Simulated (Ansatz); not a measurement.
## Nudged elastic band run: AlH$_{6}$P

Input file:

```yaml
crystal:
  periodic: [false, false, false]
  atoms:
    - { symbol: Al, position_ang: [0.020948, 0.058928, 0.131909] }
    - { symbol: H, position_ang: [-0.084694, 0.741587, 1.583852] }
    - { symbol: H, position_ang: [1.453459, -0.069633, -0.574862] }
    - { symbol: H, position_ang: [-1.318886, -0.234691, -0.697394] }
    - { symbol: P, position_ang: [0.178408, -2.981767, 1.209835] }
    - { symbol: H, position_ang: [-0.665027, -2.811576, 0.054839] }
    - { symbol: H, position_ang: [1.382089, -2.660303, 0.488758] }
    - { symbol: H, position_ang: [-0.018598, -1.620446, 1.689063] }
basis:
  gaussian: { orbitals: def2-SVP }
hamiltonian:
  xc: pbe
neb:
  order_check: false
  images: 7
  f_tol: 0.05
  max_iterations: 60
  final_atoms:
    - { symbol: Al, position_ang: [0.0982004, -0.68315116, -0.04605386] }
    - { symbol: H, position_ang: [-0.11557857, 0.59960265, 1.78090157] }
    - { symbol: H, position_ang: [1.4360521, 0.1636549, -0.28814511] }
    - { symbol: H, position_ang: [-1.32275891, -0.12715922, -0.53197177] }
    - { symbol: P, position_ang: [0.22104422, -2.85700647, 0.87207807] }
    - { symbol: H, position_ang: [-0.63584045, -3.39521403, -0.15406223] }
    - { symbol: H, position_ang: [1.43610321, -3.16722448, 0.16265929] }
    - { symbol: H, position_ang: [-0.169523, -0.11140318, 2.09059404] }
  initial_path:
    images:
      - { positions_ang: [[0.020948, 0.058928, 0.131909], [-0.084694, 0.741587, 1.583852], [1.453459, -0.069633, -0.574862], [-1.318886, -0.234691, -0.697394], [0.178408, -2.981767, 1.209835], [-0.665027, -2.811576, 0.054839], [1.382089, -2.660303, 0.488758], [-0.018598, -1.620446, 1.689063]] }
      - { positions_ang: [[0.01541292, 0.04278105, 0.09557213], [-0.0652727, 0.56000155, 1.66199857], [1.42813758, -0.05500889, -0.62847331], [-1.32661635, -0.18033258, -0.72241275], [0.16120329, -2.84691501, 1.11415698], [-0.66232838, -2.92756444, 0.03301937], [1.40161049, -2.71545457, 0.57477753], [-0.00444786, -1.4554081, 1.75736148]] }
      - { positions_ang: [[0.00987783, 0.02663409, 0.05923527], [-0.04585139, 0.37841611, 1.74014514], [1.40281617, -0.04038479, -0.68208462], [-1.3343467, -0.12597415, -0.7474315], [0.14399858, -2.71206302, 1.01847896], [-0.65962975, -3.04355289, 0.01119974], [1.42113198, -2.77060614, 0.66079706], [0.00970228, -1.29037021, 1.82565996]] }
      - { positions_ang: [[0.00434275, 0.01048714, 0.0228984], [-0.02643009, 0.19683066, 1.81829171], [1.37749475, -0.02576068, -0.73569593], [-1.34207705, -0.07161573, -0.77245026], [0.12679387, -2.57721103, 0.92280093], [-0.65693113, -3.15954133, -0.01061988], [1.44065347, -2.82575772, 0.74681659], [0.02385242, -1.12533231, 1.89395844]] }
      - { positions_ang: [[-0.00119234, -0.00565981, -0.01343846], [-0.00700879, 0.01524521, 1.89643828], [1.35217334, -0.01113658, -0.78930724], [-1.3498074, -0.0172573, -0.79746901], [0.10958917, -2.44235904, 0.82712291], [-0.6542325, -3.27552978, -0.03243951], [1.46017496, -2.88090929, 0.83283612], [0.03800257, -0.96029442, 1.96225691]] }
      - { positions_ang: [[0.02365585, -0.17503265, -0.02159231], [-0.03415123, 0.16133457, 1.8675541], [1.37314303, 0.03256129, -0.66401671], [-1.34304528, -0.04473278, -0.7310947], [0.13745293, -2.5460209, 0.8383617], [-0.64963449, -3.30545084, -0.06284519], [1.45415703, -2.95248809, 0.66529191], [-0.01387883, -0.74807161, 1.9943412]] }
      - { positions_ang: [[0.04850403, -0.34440549, -0.02974616], [-0.06129368, 0.30742393, 1.83866992], [1.39411272, 0.07625916, -0.53872617], [-1.33628316, -0.07220826, -0.66472039], [0.16531669, -2.64968275, 0.84960049], [-0.64503648, -3.3353719, -0.09325087], [1.44813909, -3.02406688, 0.4977477], [-0.06576022, -0.5358488, 2.02642548]] }
      - { positions_ang: [[0.07335221, -0.51377832, -0.03790001], [-0.08843613, 0.45351329, 1.80978575], [1.41508241, 0.11995703, -0.41343564], [-1.32952103, -0.09968374, -0.59834608], [0.19318046, -2.75334461, 0.86083928], [-0.64043846, -3.36529297, -0.12365655], [1.44212115, -3.09564568, 0.3302035], [-0.11764161, -0.32362599, 2.05850976]] }
      - { positions_ang: [[0.0982004, -0.68315116, -0.04605386], [-0.11557857, 0.59960265, 1.78090157], [1.4360521, 0.1636549, -0.28814511], [-1.32275891, -0.12715922, -0.53197177], [0.22104422, -2.85700647, 0.87207807], [-0.63584045, -3.39521403, -0.15406223], [1.43610321, -3.16722448, 0.16265929], [-0.169523, -0.11140318, 2.09059404]] }
```

Run as:

```bash
$ ansatz run input.yaml --threads 1 --pin off --max-ram 2048MiB --backend cpu --events-out ev --progress --plain --runs-dir out
```

Output, in part (warnings, iteration lines, the closing report on the highest movable image, with atoms numbered from 0):

```
NEB end point (image 0): max|allowed force component| = 1.350e-2 eV/Å (the criterion of neb.relax_end_points is 1.000e-2)
NEB end point (image 8): max|allowed force component| = 1.051e-2 eV/Å (the criterion of neb.relax_end_points is 1.000e-2)
NEB iter   1: max|band force component| = 4.224e0 eV/Å  barrier→ = 1.6561 eV  barrier← = 1.9265 eV  Δτ_max = 0.2000 Å  (207 SCF iters)
NEB iter   2: max|band force component| = 2.030e0 eV/Å  barrier→ = 0.8888 eV  barrier← = 1.1593 eV  Δτ_max = 0.2000 Å  (190 SCF iters)
NEB iter   3: max|band force component| = 8.462e-1 eV/Å  barrier→ = 0.6775 eV  barrier← = 0.9479 eV  Δτ_max = 0.0816 Å  (180 SCF iters)
NEB iter   4: max|band force component| = 6.392e-1 eV/Å  barrier→ = 0.5977 eV  barrier← = 0.8682 eV  CI = image 3  Δτ_max = 0.1054 Å  (178 SCF iters)
NEB iter   5: max|band force component| = 3.806e-1 eV/Å  barrier→ = 0.6093 eV  barrier← = 0.8798 eV  CI = image 3  Δτ_max = 0.0319 Å  (176 SCF iters)
NEB iter   6: max|band force component| = 7.943e-2 eV/Å  barrier→ = 0.6041 eV  barrier← = 0.8745 eV  CI = image 3  Δτ_max = 0.0513 Å  (183 SCF iters)
NEB iter   7: max|band force component| = 8.334e-2 eV/Å  barrier→ = 0.6033 eV  barrier← = 0.8738 eV  CI = image 3  Δτ_max = 0.0252 Å  (173 SCF iters)
NEB iter   8: max|band force component| = 1.008e-2 eV/Å  barrier→ = 0.6023 eV  barrier← = 0.8727 eV  CI = image 3  Δτ_max = 0.0000 Å  (330 SCF iters)
Total energy: -15967.87620808 eV, -586.8086272315 hartree
Atom 0 at     0.046652    -0.301288     0.020771 Å, force    -0.001497    -0.002630     0.004631 eV/Å
Atom 1 at    -0.058038     0.168579     1.669117 Å, force    -0.001154    -0.002434     0.001083 eV/Å
Atom 2 at     1.493825     0.045659    -0.538391 Å, force     0.000353     0.000223     0.000334 eV/Å
Atom 3 at    -1.397659    -0.153498    -0.627784 Å, force     0.001627     0.001651    -0.005373 eV/Å
Atom 4 at     0.126850    -2.685353     1.191414 Å, force     0.006057     0.005367    -0.003435 eV/Å
Atom 5 at    -0.650365    -2.941532     0.007600 Å, force    -0.001351    -0.000843     0.005092 eV/Å
Atom 6 at     1.398079    -2.748358     0.521639 Å, force    -0.004560     0.000333    -0.001363 eV/Å
Atom 7 at    -0.011644    -0.962110     1.641634 Å, force     0.000524    -0.001666    -0.000968 eV/Å
Dipole moment:     0.043931    -0.071602    -0.047907 e Å
```

It converged. A vibrational analysis at the climbing image gives one clearly imaginary mode, 965i cm⁻¹: a first-order saddle point. The orbitals stay closed-shell, which can raise the energy where a bond breaks towards radicals; this wasn't checked here.

Final band (atoms are numbered from 1 in the order of the input):

```
image  path coordinate (Å)  energy (eV)  Al1–H2 (Å)  P5–H8 (Å)  Al1–P5 (Å)
    0                 0.00         0.00        1.61       1.46        3.23
    1                 0.37         0.05        1.61       1.47        3.08
    2                 0.73         0.31        1.64       1.56        2.85
    3                 1.10         0.60        1.72       1.79        2.66
    4                 1.42         0.36        1.85       2.03        2.50
    5                 1.74         0.01        2.01       2.27        2.40
    6                 2.07        -0.18        2.13       2.53        2.37
    7                 2.39        -0.26        2.21       2.82        2.37
    8                 2.71        -0.27        2.24       3.03        2.36
```

The run took 77 s on 1 thread of Arm Neoverse V2 (shared host), peak memory 0.11 GiB.
